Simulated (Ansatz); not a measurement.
A nudged elastic band was laid between two geometries of BH4N + H3N (10 atoms, charge 0, multiplicity 1).

Theory: RKS B3LYP/def2-SVP (Ansatz 0.2.0).

```json
{
  "movable images": "7",
  "climbing image": "yes",
  "spring": "5.0 eV/Å²",
  "optimiser": "quadratic models (default)",
  "start path": "through a guess of the saddle point",
  "force threshold": "0.03 eV/Å",
  "iteration limit": "60",
  "end points": "relaxed"
}
```

First end point:

```xyz
10
Properties=species:S:1:pos:R:3
B -0.093 -0.328 -0.175
H -0.110 -0.825 0.925
H 0.930 0.080 -0.668
N -1.277 -0.252 -0.903
H -2.166 -0.592 -0.555
H -1.334 0.134 -1.839
N -0.241 2.492 1.369
H -1.003 2.238 0.739
H 0.609 2.438 0.806
H -0.174 1.725 2.040
```

Last end point:

```xyz
10
Properties=species:S:1:pos:R:3
B -0.176 0.565 -0.716
H -0.029 0.513 3.534
H 0.890 0.130 -1.092
N -1.357 0.014 -1.264
H -1.333 -0.738 -1.939
H -2.295 0.304 -1.016
N -0.176 1.596 0.256
H -1.007 2.061 0.600
H 0.683 2.013 0.590
H -0.059 0.652 2.785
```

**Question.** What changes between the two ends?

**Answer.** Bonds broken: B1–H2, N7–H10. Bonds formed: B1–N7, H2–H10. BH4N + H3N becomes BH5N2 + H2.

**Question.** Give the energies along the band, and the barrier.

**Answer.** The forces met the threshold. The highest image is number 3 of 0 to 8, 33.6 kcal/mol above the first end and 50.4 kcal/mol above the last; the last end lies 16.8 kcal/mol below the first. The profile has 2 maxima (images 1, 3) with wells between them (image 2): this band takes more than one step, which may be the mechanism or a detour left from its start path. Neighbouring images differ by up to 1.6 eV, so the band resolves the path poorly. A vibrational analysis at the climbing image gives one clearly imaginary mode, 1494i cm⁻¹: a first-order saddle point. The orbitals stay closed-shell, which can raise the energy where a bond breaks towards radicals; this wasn't checked here.

| image | path coordinate (Å) | energy (kcal/mol) | B1–H2 (Å) | N7–H10 (Å) | B1–N7 (Å) |
| --- | --- | --- | --- | --- | --- |
| 0 | 0.00 | 0.0 | 1.21 | 1.02 | 3.22 |
| 1 | 1.24 | 12.9 | 1.21 | 1.02 | 2.56 |
| 2 | 2.49 | 10.5 | 1.24 | 1.02 | 1.69 |
| 3 | 3.73 | 33.6 | 1.47 | 1.30 | 1.59 |
| 4 | 4.50 | -2.5 | 2.18 | 1.98 | 1.43 |
| 5 | 5.27 | -14.4 | 2.92 | 2.48 | 1.42 |
| 6 | 6.03 | -16.2 | 3.53 | 2.69 | 1.42 |
| 7 | 6.80 | -16.7 | 3.93 | 2.70 | 1.42 |
| 8 | 7.57 | -16.8 | 4.25 | 2.70 | 1.42 |

**Question.** What is the geometry of the highest image?

**Answer.** 
```xyz
10
Properties=species:S:1:pos:R:3
B -0.186 0.347 0.083
H -0.441 -0.191 1.426
H 0.905 -0.130 -0.145
N -1.242 0.098 -0.876
H -1.249 -0.809 -1.331
H -2.193 0.392 -0.672
N -0.077 1.817 0.680
H -0.907 2.398 0.579
H 0.766 2.348 0.470
H -0.234 0.838 1.525
```

Time of the run: 5.9 min on 1 thread of Arm Neoverse V2 (shared host), peak memory 0.14 GiB.
